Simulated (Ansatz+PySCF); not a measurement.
## doublet N₂H₄(+): levels of theory in one basis

```xyz
6

N    -0.0287    0.0000    0.6286
N     0.0287    0.0000   -0.6286
H     0.0096   -0.8807    1.1279
H     0.0096    0.8807    1.1279
H    -0.0096   -0.8807   -1.1279
H    -0.0096    0.8807   -1.1279
```

Basis set: cc-pVTZ (spherical functions). Frozen core: 2 orbitals. Correlation on ROHF uses semicanonical orbitals with singles. Charge 1, multiplicity 2.

Computed with Ansatz (development build ahead of 0.2.0) and PySCF 2.14.0; each method stands on the lowest determinant of its kind that the runs found.

```tsv
method	E − E(ROHF) (eV)	<S²> of the determinant
ROHF	0.00	0.75
UHF	-0.23	0.77
ROHF-MP2	-11.21	–
UHF-MP2	-11.10	0.77
```

**Question.** What does ROHF-CCSD(T) give on the same scale?

**Answer.** -12.04 eV.

Caution for ROHF-MP2, UHF-MP2: MP2 on this radical cation hangs on the determinant chosen.
